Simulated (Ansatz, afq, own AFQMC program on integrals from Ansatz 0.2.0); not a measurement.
## Where AFQMC and coupled cluster stand for Si2Ge2H7, doublet

```xyz
11

Si   -1.2780    0.6689   -0.8767
Ge   -0.9805   -0.0120    1.4137
Si    1.3647   -0.2192    0.8980
Ge    0.8760   -0.2341   -1.4620
H    -1.3416    2.1629   -1.0333
H    -1.6382   -1.3769    1.6980
H    -1.3831    0.9759    2.5246
H     2.1266   -1.3709    1.4788
H     2.0565    1.0617    1.2457
H     0.7659   -1.6647   -2.0259
H     1.7868    0.5965   -2.3854
```

Basis def2-SVP. Only valence electrons are correlated. AFQMC by an in-house program on the Cholesky factors that Ansatz 0.2.0 writes for its CCSD(T) run. The CISD trial takes its coefficients from CCSD amplitudes. Released means that phaseless walkers are propagated on without the constraint, phases kept. Error bars are statistical, one sigma. No spin–orbit coupling.

Determinant: UHF, the one that the program's search chose, which needn't be the lowest solution. The geometry is a PBE0/def2-SVP stationary point of this or a neighbouring charge and spin state.

No full CI on the walks' own integrals is used here. The released AFQMC energy serves as the reference, which it does only where one determinant dominates, the energy is flat over the last release times and near the phaseless one (40 meV or 2 meV an electron, half that with transition metals). On small molecules, where full CI could be run and the noise was under 10 meV, such values lay within 10 meV of it in 19 cases of 20, a flattering rate, since the rule was set on those same cases; what remains of the bias isn't in the error bar.

Cautions: no relativity below Rb; no spin-orbit coupling; inner d shell frozen; the released value is read at 0.90 1/Eh with a noise of 18 meV, more than in the cases checked (meV from the phaseless value at times in 1/Eh: -6 ± 15 at 0.21, -14 ± 16 at 0.42, -14 ± 20 at 0.63, -26 ± 18 at 0.90).

```
T1 diagnostic                               : 0.0158
weight of the determinant in the CISD state : 0.774
⟨S²⟩ of the determinant                     : 0.761
size of the correlated space                : 23 electrons in 97 orbitals
```

```tsv
level	correlation energy (eV)
MP2	-10.0242
CCSD	-11.9703
CCSD(T)	-12.3900
```

(1) Estimate where AFQMC with the constraint released lies against CCSD(T) on the same integrals.

(1) 9.9 ± 1.7 kJ/mol below CCSD(T).

Reference: AFQMC with the constraint released, correlation energy -12.492 ± 0.018 eV.

```tsv
level	E − E(reference) (kJ/mol)	share of correlation (%)
CCSD(T)	9.9 ± 1.7	99.18
ph-AFQMC/HF	-1.1 ± 5.3	100.09
ph-AFQMC/CISD	2.5 ± 2.4	99.79
```

Released energies are given only where the last usable release times agree within the noise; a slower fall can still hide under it.
